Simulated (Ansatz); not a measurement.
Relaxed structures of CH3MgO (charge -1), singlet (PBE0-D4/def2-TZVPD; forces vanish, vibrations not checked; lower isomers may exist, and structures with a doubtful reference or unclear bonds are left out; Å). Computed with Ansatz 0.2.0 (basis: def2-TZVPPD); correlated methods freeze the cores. The outer core shell of Li, Na, Mg and K is correlated. The def2 sets are not built for correlating such inner shells, so the correlated values are less sure here.

Rank them by CCSD(T) energy, lowest first, and give each one's height above the lowest. Links in brackets join atoms within 1.22 times the sum of their covalent radii (1.1 for two metals). (To be estimated.)
A.
CH₃MgO ([O][CH][MgH2]), total charge -1
```
6
angstrom
C -0.4408 0.9189 0.1755
Mg 0.6176 -1.0323 0.0130
O -1.2289 1.3229 -0.6740
H -0.1716 -2.4673 0.7424
H 2.2210 -1.0407 -0.7895
H -0.3159 1.6631 1.0530
```
B.
CH₃MgO ([CH2][Mg][OH]), total charge -1
```
6
angstrom
C 0.3678 -0.4089 0.3951
Mg -0.9683 0.8083 -0.4815
O -1.8250 1.9484 -1.6939
H 0.1000 -1.4675 0.5326
H -2.6821 2.3405 -1.5385
H 0.8701 -0.0609 1.3104
```
C.
CH₃MgO ([CH3][Mg][O]), total charge -1
```
6
angstrom
C 0.5144 -0.4811 0.3931
Mg -0.8586 0.8008 -0.6561
O -1.9907 1.8605 -1.5212
H 0.0844 -1.4713 0.5957
H 1.4394 -0.6483 -0.1751
H 0.8111 -0.0607 1.3635
```

The calculation gives: C (0.000 eV), B (0.199 eV), A (0.837 eV). Heights count from the lowest.

T1 diagnostic: at most 0.026. The restricted Hartree–Fock reference is unstable towards an unrestricted one at one or more of these structures.

For scale, one of the runs: CCSD(T)/def2-TZVPPD, 163 basis functions, launched by `ansatz run in.yaml --threads 2 --pin off --events-out ev --progress --plain --max-ram 4352MiB`. The run took 47 s on 2 CPU threads of an Arm Neoverse V2 (shared host), with 1.4 GiB of host memory at its peak.
